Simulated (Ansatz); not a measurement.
# ClH₅OSi: a barrier at many levels of theory

Aim: the barrier and energy of one elementary step (Si1–O7 formed, Cl2–H6 formed, Si1–Cl2 broken, H6–O7 broken) from LDA up to coupled cluster, on fixed structures, to see where each rung fails.

Computed with Ansatz 0.2.0, Gaussian basis. Level: single points in def2-TZVPP on PBE0-D4/def2-TZVP structures.

Levels: SPW92, PBE-D4, BLYP-D4, r2SCAN-D4, B97M-V, PBE0-D4, B3LYP-D4, r2SCAN0-D4, BHLYP-D4, CAM-B3LYP-D4, wB97X-V, wB97M-V, B2PLYP, PBE-QIDH, RPA on PBE, Hartree-Fock, MP2, CCSD, CCSD(T). The reference is CCSD(T) at the basis limit, from triple and quadruple zeta. Zero-point energies come from PBE0-D4 vibrations.

Cores are frozen in the correlated methods. B3LYP uses VWN-RPA correlation. B2PLYP carries no dispersion term here.

22 further runs of the same task are left out: 22 set aside as unsound or not needed.

### Step 1. The three structures

Charge 0, multiplicity 1. The folders r, ts and p hold the start, the saddle and the end; their coordinates stand in the first inputs.

```csv
pair,r (Å),ts (Å),p (Å)
Si1–O7,3.174,1.857,1.662
Cl2–H6,2.666,1.918,1.299
Si1–Cl2,2.070,2.441,4.327
H6–O7,0.962,1.011,1.838
```

### Step 2. wB97M-V/def2-TZVPP

The input, r/in.yaml:

```yaml
crystal:
  periodic: [false, false, false]
  atoms:
    - {symbol: Si, position_ang: [-0.388380, -0.659888, -0.986214]}
    - {symbol: Cl, position_ang: [1.528966, -1.122499, -0.358066]}
    - {symbol: H, position_ang: [-0.627627, -1.470845, -2.204332]}
    - {symbol: H, position_ang: [-0.445655, 0.778039, -1.322031]}
    - {symbol: H, position_ang: [-1.345222, -1.031011, 0.074545]}
    - {symbol: H, position_ang: [0.862098, 0.514102, 1.637827]}
    - {symbol: O, position_ang: [0.060655, 1.045376, 1.653165]}
    - {symbol: H, position_ang: [0.355164, 1.946826, 1.504909]}
basis:
  gaussian: {orbitals: def2-TZVPP}
hamiltonian: {xc: {name: wB97M-V}}
```

The input, ts/in.yaml:

```yaml
crystal:
  periodic: [false, false, false]
  atoms:
    - {symbol: Si, position_ang: [-0.426711, -0.249877, -0.555042]}
    - {symbol: Cl, position_ang: [1.993157, -0.559813, -0.475542]}
    - {symbol: H, position_ang: [-0.560312, -1.707519, -0.722649]}
    - {symbol: H, position_ang: [-0.174367, 0.620425, -1.721071]}
    - {symbol: H, position_ang: [-1.816272, 0.175971, -0.149271]}
    - {symbol: H, position_ang: [1.121501, 0.282442, 1.010489]}
    - {symbol: O, position_ang: [0.117657, 0.310692, 1.129360]}
    - {symbol: H, position_ang: [-0.254652, 1.127778, 1.483527]}
basis:
  gaussian: {orbitals: def2-TZVPP}
hamiltonian: {xc: {name: wB97M-V}}
```

The input, p/in.yaml:

```yaml
crystal:
  periodic: [false, false, false]
  atoms:
    - {symbol: Si, position_ang: [-1.014191, -0.073171, -0.534019]}
    - {symbol: Cl, position_ang: [2.989778, -0.802735, 0.935776]}
    - {symbol: H, position_ang: [-0.485330, -1.348598, -1.061395]}
    - {symbol: H, position_ang: [-1.322018, 0.868673, -1.640753]}
    - {symbol: H, position_ang: [-2.249256, -0.300902, 0.259372]}
    - {symbol: H, position_ang: [1.835601, -0.242630, 0.732467]}
    - {symbol: O, position_ang: [0.196848, 0.532457, 0.430262]}
    - {symbol: H, position_ang: [0.048568, 1.367006, 0.878090]}
basis:
  gaussian: {orbitals: def2-TZVPP}
hamiltonian: {xc: {name: wB97M-V}}
```

The command line of these runs was not kept.

The runs that follow: CCSD(T)/def2-TZVPP; MP2/def2-QZVPP; Vibrations of the start structure; Vibrations of the end structure.

**Question.** What will these runs give? Wanted: barrier, CCSD(T)/CBS; reverse barrier, CCSD(T)/CBS; step energy, CCSD(T)/CBS; barrier with zero-point energy; step energy with zero-point energy; imaginary mode at the saddle; largest T1 diagnostic.

The runs gave:

| quantity | value |
| --- | --- |
| barrier, CCSD(T)/CBS | 96.5 kJ/mol |
| reverse barrier, CCSD(T)/CBS | 94.3 kJ/mol |
| step energy, CCSD(T)/CBS | +2.2 kJ/mol |
| barrier with zero-point energy | 99.4 kJ/mol |
| step energy with zero-point energy | -3.6 kJ/mol |
| imaginary mode at the saddle | 151i cm⁻¹ |
| largest T1 diagnostic | 0.010 |

What this shows: The functionals run from B2PLYP, off by +0.1 kJ/mol, to SPW92, off by -48.4 kJ/mol, against CCSD(T)/CBS. By rung, the mean size of the error is: LDA 48.4, GGA 11.7, meta-GGA 8.1, hybrid 6.4, range-separated hybrid 4.5, double hybrid 2.8 kJ/mol. PBE-D4 gives a barrier 16.8 kJ/mol too low, outside chemical accuracy (1 kcal/mol, 4.2 kJ/mol). Every functional without exact exchange puts the forward barrier too low. The barrier rises with the share of exact exchange, from BLYP-D4 through B3LYP-D4 to BHLYP-D4 (-6.7, -3.2, +3.2 kJ/mol). Hartree-Fock, with no correlation, is off by +31.5 kJ/mol. Zero-point motion raises the barrier by 3.0 kJ/mol.
